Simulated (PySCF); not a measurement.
Compound: (E)-acetaldoxime, C2H5NO.
SMILES with atom numbers: `[CH3:1]/[CH:2]=[N:3]/[OH:4]` (hydrogens: H5, H6, H7 on C1; H8 on C2; H9 on O4)

Cartesian coordinates in Å at the GFN2-xTB level; atoms count from 1:
```
atom  x, y, z in Å
C1    -1.3256    0.0221   -0.1232
C2     0.0252   -0.1916   -0.6994
N3     1.0390    0.2660   -0.1080
O4     2.2644    0.0154   -0.7247
H5    -1.8003   -0.9392    0.0686
H6    -1.2536    0.5846    0.8030
H7    -1.9475    0.5656   -0.8332
H8     0.0976   -0.7491   -1.6349
H9     2.9143    0.4322   -0.1423
```

Method: TDDFT CAM-B3LYP/def2-SVPD, vertical, gas phase, core orbitals frozen in the response (PySCF).

Ground-to-excited transition dipoles (e·a0, same axes as the geometry; the sign carries no meaning), for the states with f of 0.002 or more among the lowest 8:

| state | E (hartree) | μx | μy | μz |
| --- | --- | --- | --- | --- |
| S2 | 0.2551 | -0.014 | 0.130 | -0.079 |
| S3 | 0.2585 | 1.054 | 0.186 | 0.135 |
| S4 | 0.2721 | -0.472 | -0.043 | 0.006 |
| S6 | 0.3069 | -0.680 | -0.111 | -0.072 |
| S8 | 0.3313 | -0.144 | 0.402 | 0.690 |

(1) Work out the oscillator strengths.

(2) The point group is Cs. Which irreducible representation does each state belong to?

(3) Which bond between heavy atoms lies closest to the direction of the S3 transition dipole?

(4) What angle do the transition dipoles of S4 and S8 make?

(5) What peak molar absorption coefficient would the strongest computed level give as a lone Gaussian band 0.3 eV wide at half height?

Results:

(1) f = (2/3) ΔE |μ|² with ΔE in hartree (27.2114 eV).

```csv
state,|μ|² (au),|μ| (D),f
S2,0.023,0.39,0.004
S3,1.163,2.74,0.200
S4,0.225,1.20,0.041
S6,0.480,1.76,0.098
S8,0.658,2.06,0.145
```

(2) Polarised normal to the mirror plane, so A″: S2. Polarised in the mirror plane, so A′: S3, S4, S6 and S8.

(3) C2–N3, at 25° from it; next C1–C2 at 35°.

(4) |cos θ| = |μa·μb| / (|μa| |μb|) = 0.14, so θ ≈ 82° (taken between 0 and 90°, since the signs are arbitrary).

(5) ε(max) = 2.175×10⁸ f / FWHM, with the width in cm⁻¹. S3: 2.175×10⁸ × 0.2004 / 2420 ≈ 18000 L mol⁻¹ cm⁻¹.

One conformer stands for the species.
